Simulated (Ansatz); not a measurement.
# Si₂P (doublet): from Hartree-Fock to the top rungs, cc-pVDZ

An exercise on one series of results from a longer session: the logs are not shown, and one member is left open.

Computed with Ansatz 0.2.0, Gaussian basis. Level: cc-pVDZ, core rule «outside noble gas», up to 15 orbitals frozen.

To be run: UHF; CCSD(T) on ROHF; CCSD(T) on UHF; BCCD(T) on ROHF; CISD as a restricted active space (open shells left free, so some higher excitations enter); CCSDT(Q) on ROHF; CCSDT(Q) on UHF.

31 further runs of the same task are left out: 8 for a known fault of the program, 9 that didn't finish, 14 set aside as unsound or not needed. Runs told in other sessions of the task aren't counted.

### The geometry

The geometry is a PBE0/def2-TZVP stationary point (not a proven minimum).

3 atoms, charge 0, spin multiplicity 2.

Atoms are counted from 1 here; the program's logs count them from 0.

Bond lengths: Si1–P2 2.098 Å, P2–Si3 2.098 Å. Angles: Si1–P2–Si3 117.5°.

Set-up of the first run:

in.yaml reads:

```yaml
crystal:
  periodic: [false, false, false]
  atoms:
    - {symbol: Si, position_ang: [0.000000, -0.386578, 1.794001]}
    - {symbol: P, position_ang: [0.000000, 0.701061, 0.000000]}
    - {symbol: Si, position_ang: [0.000000, -0.386578, -1.794001]}
basis:
  gaussian: {orbitals: cc-pVDZ}
magnetization: {spin_polarized: true, initial_magnetization: 1}
hamiltonian: {xc: hf}
output: {orbitals: {seedname: orbitals}}
```

The run is started by

```sh
$ ansatz run in.yaml --threads 1 --pin off --events-out ev --progress --plain --max-ram 2393MiB
```

Steps of the session up to this table: UHF; CCSD(T) on ROHF; CCSD(T) on UHF; BCCD(T) on ROHF; CISD as a restricted active space (open shells left free, so some higher excitations enter); CCSDT(Q) on ROHF; CCSDT(Q) on UHF.

One of the session's tables, all rows but one given; the rest of the session is left out.

```
   method  from RCCSDT(Q) (meV)
     ROHF               +8883.7
      UHF               +8382.0
     RMP2               +1494.6
     UMP2               +1830.7
     CISD               +1760.9
    RCCSD                +612.3
    UCCSD                +579.5
 RCCSD(T)                 +99.2
 UCCSD(T)                +119.1
  BCCD(T)                +101.6
   RCCSDT                     ?
   UCCSDT                 +47.8
RCCSDT(Q)                     0
UCCSDT(Q)                 -11.1
```

Estimate the missing values for RCCSDT.

As computed: from RCCSDT(Q) (meV): +56.7. In the column «from RCCSDT(Q) (meV)» it lies between UCCSDT (+47.8) and RCCSD(T) (+99.2).

The ROHF row is the lowest such solution found; the determinant under the restricted MP2 and coupled-cluster rows lies 0.01 eV higher.

Limits of these values: Warnings: spin contamination; coupled cluster took another determinant than the lowest. Restricted and unrestricted rows rest on different reference determinants; a gap between their highest levels can come from leftover correlation error, from unlike frozen cores or from another state.
